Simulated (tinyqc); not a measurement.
Inside a calculation. Method: Born-Oppenheimer dynamics on the unrestricted PBE/sto-6g surface (energies and gradients from PySCF), for NH3+, spin multiplicity 2. Computed by tinyqc, a small Python program that keeps every step (integrals from PySCF). Settings: charge = 1, multiplicity = 2, basis = sto-6g, functional = pbe,pbe, time step (fs) = 1.0, steps = 24. Command: `OMP_NUM_THREADS=1 python tinyqc.py 30841 30842 out.jsonl` (the two numbers bound the seeds that draw the settings). One thread of a shared host (Intel(R) Xeon(R) Processor @ 2.60GHz), about 30 s of CPU time with the checks.

positions (bohr):
```
,x,y,z
1N,0.0151,-0.0680,0.4422
2H,1.6781,-0.1228,0.0718
3H,-0.9165,1.4116,0.0472
4H,-0.9675,-1.5345,-0.0057
```

The total energy should stay constant up to terms of order dt^2; the step counts as short enough if it moves by less than 2 % of the largest kinetic energy.

Trajectory:
```
time (fs),1N-2H (angstrom),potential (hartree),kinetic (hartree),total (hartree)
0.0000,0.9020,-55.881084,0.000092,-55.880992
1.0000,0.9620,-55.918758,0.030203,-55.888555
2.0000,1.0905,-55.947283,0.057703,-55.889580
3.0000,1.2155,-55.930701,0.043954,-55.886746
4.0000,1.3042,-55.903176,0.017948,-55.885228
5.0000,1.3456,-55.888397,0.003617,-55.884780
6.0000,1.3367,-55.894108,0.009197,-55.884911
7.0000,1.2778,-55.918004,0.032236,-55.885768
8.0000,1.1737,-55.945916,0.058006,-55.887911
9.0000,1.0406,-55.947124,0.057072,-55.890053
10.0000,0.9253,-55.905157,0.020494,-55.884663
11.0000,0.9118,-55.901820,0.018158,-55.883662
12.0000,1.0149,-55.946235,0.055990,-55.890246
13.0000,1.1509,-55.947027,0.059008,-55.888018
14.0000,1.2641,-55.918906,0.033180,-55.885726
15.0000,1.3334,-55.894683,0.009824,-55.884859
16.0000,1.3523,-55.888794,0.004048,-55.884747
17.0000,1.3197,-55.903272,0.018068,-55.885204
18.0000,1.2375,-55.930301,0.043650,-55.886651
19.0000,1.1145,-55.947387,0.058131,-55.889256
20.0000,0.9785,-55.922450,0.033643,-55.888807
21.0000,0.8979,-55.882415,0.001276,-55.881139
22.0000,0.9485,-55.917090,0.028727,-55.888363
23.0000,1.0798,-55.946462,0.056825,-55.889637
24.0000,1.2122,-55.930472,0.043710,-55.886762
```

Is the time step short enough?

No. The total energy moves within 9.3e-03 hartree; that is over 2 % of the largest kinetic energy, so the time step is too long.
